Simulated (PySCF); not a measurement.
Isomers of C5H9N. Level of theory: TDDFT CAM-B3LYP/def2-SVPD, vertical, gas phase, core orbitals frozen in the response (PySCF). Geometries: GFN2-xTB; one conformer of each isolated species. Triplets are in the Tamm–Dancoff approximation.

A. `CC(C)(C)C#N`
B. `C1=NCCCC1`
C. `CC([C@@H]1N=C1)C`

Lowest singlet levels (six at most, fewer where fewer were computed) with oscillator strengths:

1. 253 nm (f 0.000); 183 nm (f 0.027); 162 nm (f 0.008); 162 nm (f 0.003); 154 nm (f 0.034); 150 nm (f 0.011); T1 4.20 eV
2. 156 nm (f 0.000); 150 nm (f 0.010 summed over 2 states); 139 nm (f 0.127 summed over 2 states); 130 nm (f 0.011 summed over 2 states) [of 8 roots; the last level is left out, as the window may have cut its degenerate partner]; T1 6.59 eV
3. 251 nm (f 0.003); 187 nm (f 0.007); 167 nm (f 0.016); 164 nm (f 0.159); 162 nm (f 0.004); 160 nm (f 0.011); T1 4.19 eV

**Question.** Match each spectrum to its molecule.

**Answer.** 1 = C, 2 = A, 3 = B.
- A: S1 at 7.94 eV, HOMO-1/HOMO→LUMO+4 (≥16%), HOMO-1/HOMO→LUMO+5 (≥16%), HOMO-1/HOMO→LUMO+1/LUMO+2 (≥10%); Löwdin shares by element: HOMO (one of a set within 0.03 eV) carbon 48% or more, nitrogen 39%; LUMO carbon 50% or more (atoms not listed hold the other 50%); HOMO -10.69 and LUMO 1.04 eV; point group C3v, 1 of its 7 listed states under f = 0.0005.
- B: S1 at 4.94 eV, HOMO→LUMO (58%), HOMO→LUMO+1 (36%); Löwdin shares by element: HOMO nitrogen 52%, carbon 29% or more (atoms not listed hold the other 19%); LUMO carbon 39% or more, nitrogen 16% (atoms not listed hold the other 45%); HOMO -8.08 and LUMO 1.12 eV.
- C: S1 at 4.90 eV, HOMO→LUMO (97%); Löwdin shares by element: HOMO carbon 49% or more, nitrogen 38%; LUMO carbon 46% or more, nitrogen 37%, hydrogen 11% or more; HOMO -8.96 and LUMO 0.54 eV.
B and C have S1 within 0.04 eV of each other; their strongest listed levels stand at 7.54 eV (f 0.159) and 8.06 eV (f 0.034).

A slash joins orbitals within 0.01 eV of each other, whose weights are summed (≥ marks a lower bound).
